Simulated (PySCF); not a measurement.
C₄H₆.
Bonds: C1–C2 (double), C2–C3 (double), C3–C4. Hydrogens: H5, H6 on C1; H7 on C3; H8, H9, H10 on C4.

The geometry is computed with GFN2-xTB (gas phase).

Task: List the bond lengths and angles at this level.

Result: 
```tsv
bond	length (pm)	order
C1=C2	129.5	double
C2=C3	129.7	double
C3–C4	150.0	single
C1–H5, C1–H6	107.9	single
C3–H7	108.3	single
C4–H8, C4–H9, C4–H10	108.9	single
```

Bonds in one row agree within 1 pm and their mean is given. Orders are formal, as drawn. A selection of angles:
```tsv
angle	degrees
C2–C1–H5	121.9
H5–C1–H6	116.3
C1–C2–C3	179.5
C2–C3–C4	124.4
C2–C3–H7	119.8
C4–C3–H7	115.8
C3–C4–H8	110.0
C3–C4–H10	110.9
H8–C4–H9	107.9
H8–C4–H10	108.9
```

The 4 heavy atoms lie in one plane (0.000 Å rms). The C–C distances run from 1.295 Å (C1=C2, drawn double) to 1.500 Å (C3–C4, drawn single), a spread of 0.205 Å.

Point group: Cs (tolerance 0.08 Å). No frequency check.
